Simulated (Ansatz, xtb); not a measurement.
BH3PSi+: where a starting geometry ends

The starting geometry of this gas-phase singlet was built from a drawn formula by distance geometry; its bonds are those of `[H]/P=[SiH]\[BH+]`.

```yaml
atoms:
  - { symbol: B, position_ang: [-2.2484, 1.4019, 0.5109] }
  - { symbol: P, position_ang: [-1.8023, -1.1991, 2.4544] }
  - { symbol: Si, position_ang: [-1.1023, -0.0011, 0.9833] }
  - { symbol: H, position_ang: [-3.0869, 2.1338, 0.0315] }
  - { symbol: H, position_ang: [0.3558, 0.0250, 0.7781] }
  - { symbol: H, position_ang: [-3.0871, -0.9005, 3.0744] }
```

Q: Where would you expect an optimisation with r2SCAN-D4/def2-SVP to take it?

A: New bonds form, giving a structure with H6 bridging P2 and B1, given below by its coordinates. Contacts that close: B1–P2 (3.28 → 2.14 Å), B1–H6 (3.55 → 1.35 Å).

The energy falls by 1.44 eV over 14 steps:

| step | E − E(last) (eV) |
| --- | --- |
| 1 | 1.444 |
| 2 | 1.056 |
| 4 | 0.863 |
| 5 | 0.804 |
| 7 | 0.587 |
| 8 | 0.400 |
| 10 | 0.182 |
| 11 | 0.034 |
| 13 | 0.001 |
| 14 | 0.000 |

Final geometry (Å):

```yaml
atoms:
  - { symbol: B, position_ang: [-2.4323, 0.7698, 1.0816] }
  - { symbol: P, position_ang: [-2.0188, -0.8661, 2.3964] }
  - { symbol: Si, position_ang: [-0.7150, 0.0531, 1.0066] }
  - { symbol: H, position_ang: [-3.3141, 1.5189, 0.7735] }
  - { symbol: H, position_ang: [0.6873, -0.1172, 0.5911] }
  - { symbol: H, position_ang: [-3.1783, 0.1015, 1.9835] }
```

From the same start GFN2-xTB ends elsewhere, differing in B1–H6 (2.82 against 1.35 Å here).

No frequencies were run, so the end isn't proven a minimum. Run with Ansatz 0.2.0, 11 s on 2 threads of Intel(R) Xeon(R) Platinum 8375C CPU @ 2.90GHz (Ice Lake), on a shared host.
